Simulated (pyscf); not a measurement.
One four-centre exchange on the singlet surface with elements of a group swapped. ωB97M-D3(BJ)/def2-TZVP, kcal/mol, from the separated reactants. Structures and frequencies: ωB97X-D3(BJ)/def2-SVP in PySCF.

```
step                                                                barrier  reaction energy  imaginary mode (i cm⁻¹)
---------------------------------------------------------------  ----------  ---------------  -----------------------
`[OH][Y]([OH])[SH]` + `[OH2]` → `[OH][Y]([OH])[OH]` + `[SH2]`         -13.8             -3.4                      392
`[OH][Sc]([OH])[SH]` + `[OH2]` → `[OH][Sc]([OH])[OH]` + `[SH2]`  (withheld)       (withheld)                      566
```

Task: Fill in the missing entries.

Result: 
- `[OH][Sc]([OH])[SH]` + `[OH2]` → `[OH][Sc]([OH])[OH]` + `[SH2]`, barrier: -13.4
- `[OH][Sc]([OH])[SH]` + `[OH2]` → `[OH][Sc]([OH])[OH]` + `[SH2]`, reaction energy: -4.7

Row 1: On the reactant side the descent ends in an adduct with a O–Y contact, 27.1 kcal/mol under the separated species and 11.8 kcal/mol under the saddle at ωB97X-D3(BJ)/def2-TZVP. On the product side the descent ends in an adduct with a S–Y contact, 18.1 kcal/mol under the separated species and 2.1 kcal/mol under the saddle at ωB97X-D3(BJ)/def2-TZVP. Row 2: On the reactant side the descent ends in an adduct with a O–Sc contact, 27.0 kcal/mol under the separated species and 12.2 kcal/mol under the saddle at ωB97X-D3(BJ)/def2-TZVP. On the product side the descent ends in an adduct with a S–Sc contact, 18.0 kcal/mol under the separated species and 4.6 kcal/mol under the saddle at ωB97X-D3(BJ)/def2-TZVP. Each row is the saddle that its search found. Elements past Kr carry the def2 core potentials, without spin-orbit coupling.
